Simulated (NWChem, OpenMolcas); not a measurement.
## C2HO (ethynyloxy radical): the vertical energy of the quartet above the doublet from total energies

C2HO: 4 atoms, total charge 0, spin state doublet. SMILES: `C#C[O]`. The shape is that of a PBE0-D4/def2-TZVP optimisation.

Both states at this one shape; open shells run unrestricted unless said. 1 Eh = 27.2114 eV.

```
                 level     program  doublet C2HO (Eh)  quartet C2HO (Eh)
       UM06-2X/cc-pVTZ      NWChem        -151.919077        -151.749627
            UAPF/3-21G  OpenMolcas        -150.951054        -150.785842
UAPF/6-311++G(3df,3pd)  OpenMolcas        -151.852146        -151.687401
```

Problem. Work out the vertical gap, second state less first, at each level.

Solution. 
1. UM06-2X/cc-pVTZ: -151.749627 − (-151.919077) = 0.169450 Eh = 4.61 eV.
2. UAPF/3-21G: -150.785842 − (-150.951054) = 0.165212 Eh = 4.50 eV.
3. UAPF/6-311++G(3df,3pd): -151.687401 − (-151.852146) = 0.164745 Eh = 4.48 eV.

No measured value is set beside it here; the levels span 4.48 to 4.61 eV.
